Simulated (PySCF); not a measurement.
**AlF under electron impact: the energy ladder**

CCSD(T) extrapolated to the basis-set limit (PySCF; AlF CCSD(T)/CBS(TQ)+CV+SR, AlF⁺ CCSD(T)/CBS(TQ)+CV+SR; CV core-valence, SR scalar-relativistic term); no spin–orbit coupling.

| species | state (unpaired electrons) | Re (Å) | ωe (cm⁻¹) | energy of the minimum from the neutral (eV) | De (eV) | dissociates to |
| --- | --- | --- | --- | --- | --- | --- |
| AlF | singlet (closed shell) | 1.659 | 802 | 0.00 | 7.09 | Al + F |
| AlF⁺ | doublet (σ ↑) | 1.595 | 960 | 9.72 | 3.32 | Al⁺ + F |

Question: Work out the lowest energy to break AlF into atoms, from its vibrational ground state.

Answer: D0 = De − ωe/2 = 7.09 − 0.05 = 7.04 eV (composite CCSD(T)).

Question: Work out the ionisation energy of the Al atom at this level and the threshold of dissociative ionisation.

Answer: IE(Al) = 9.72 + 3.32 − 7.09 = 5.95 eV, so Al⁺ + F + e⁻ appears at D0 + IE(Al) = 12.99 eV (composite CCSD(T)). The measured IE(Al) is 5.986 eV (NIST ASD).

These are thermodynamic thresholds; the onsets seen under electron impact lie higher where the geometry changes, and cross-sections peak well above them.

For an ion De counts to the pair picked by the measured ionisation energies or electron affinities, which need not be the lowest pair at this level. Where the molecule has an RHF reference, its open-shell atoms are computed with UHF. States were picked by a PBE0 search and need not be the measured ground states.
